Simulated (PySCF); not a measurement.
Computed with PBE-D3(BJ)/def2-TZVP // B3LYP-D3(BJ)/def2-TZVP in PySCF 2.14.0. Isolated molecules, 0 K electronic values unless said otherwise. 

Reference species (SMILES): `[CH3]` (neutral, multiplicity 2).

```json
{
 "dipole_moment": "0.00 D"
}
```

Changed species: `[Al]([I])[I]` (radical fragment; the reference has radical fragment).

**Question.** What does the change do to the dipole moment?

**Answer.** the dipole moment goes up by 0.96 D, to 0.96 D.
